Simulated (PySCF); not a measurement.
An unknown is described by computed data only.

Formula: C3H3FO2.

| Property | Result |
| --- | --- |
| 1H NMR | chemical shifts (computed TMS as zero) by class: 6.28 (1 H), 3.54 (1 H), 3.50 (1 H) ppm [GIAO PBE0/pcSseg-1] |
| Couplings | largest of the computed one-bond spin–spin couplings (means over like bonds): 19F–13C -313.7, 13C–1H +197.1, 13C–1H +149.4, 13C–1H +149.3, 13C–13C +45.0, 13C–13C +36.5, 17O–13C +30.3, 17O–13C +24.2 Hz [B3LYP/pcJ-1] |
| NMR, other nuclei | isotropic shieldings of nuclei other than C and H, by class: -109 (1 O), -1 (1 O), 322 (1 F) ppm [GIAO PBE0/pcSseg-1] |
| 13C NMR | chemical shifts (computed TMS as zero) by class: 167.6 (1 C), 104.8 (1 C), 50.4 (1 C) ppm [GIAO PBE0/pcSseg-1] |
| Rotational structure | rotational constants A, B, C: 10.233, 2.743, 2.411 GHz [GFN2-xTB] |
| Dipole | 3.52 D [PBE0/pcSseg-1] |

The electronic properties come from PySCF, for the isolated species, density fitting. Levels stand in brackets. Geometry: GFN2-xTB; no solvent, vibrations or thermal averaging. NMR values are class means; diastereotopic atoms form classes of their own.

Question: Give a SMILES that accounts for the data.

Answer: Numbering: `[O:1]=[C:2]1[CH2:3][C@@H:4]([F:5])[O:6]1`. Its formula, C3H3FO2, gives 2 degrees of unsaturation: 1 ring and 1 π bond in the structure found. 3 carbons fall into 3 classes; from least to most shielded: ester carbonyl carbon [C2] (167.6 ppm), sp3 C–F carbon [C4] (104.8 ppm), sp3 carbon next to a carbonyl [C3] (50.4 ppm). Hydrogen classes from least to most shielded: 1 H on an sp3 C–F carbon, C4 (6.28 ppm), 1 H on an sp3 carbon next to a carbonyl, C3 (3.54 ppm), 1 H on an sp3 carbon next to a carbonyl, C3 (3.50 ppm). The other shieldings belong to: -109 ppm, ester carbonyl oxygen [O1]; -1 ppm, ester single-bonded oxygen [O6]; 322 ppm, alkyl fluorine [F5]. The couplings run between: -313.7 Hz, alkyl fluorine [F5] and sp3 C–F carbon [C4]; +197.1 Hz, sp3 C–F carbon [C4] and its hydrogen; +149.4 Hz, sp3 carbon next to a carbonyl [C3] and its hydrogen; +149.3 Hz, sp3 carbon next to a carbonyl [C3] and its hydrogen; +45.0 Hz, ester carbonyl carbon [C2] and sp3 carbon next to a carbonyl [C3]; +36.5 Hz, sp3 carbon next to a carbonyl [C3] and sp3 C–F carbon [C4]; +30.3 Hz, ester single-bonded oxygen [O6] and ester carbonyl carbon [C2]; +24.2 Hz, ester carbonyl oxygen [O1] and ester carbonyl carbon [C2]. The optimised geometry has point group C1 and is an asymmetric top. Structure: `O=C1C[C@@H](F)O1`. Computed isomers that give other values at the same levels: `O=C(O)/C=C/F` (rotational constant A: 10.826 GHz; this holds for the one conformer computed); `O=CO/C=C\F` (rotational constant A: 15.581 GHz; this holds for the one conformer computed); `O=C(O)/C=C\F` (rotational constant A: 8.461 GHz; this holds for the one conformer computed). The assignments are read from this structure; whether some other isomer fits the data as well wasn't checked. The mirror image fits equally.
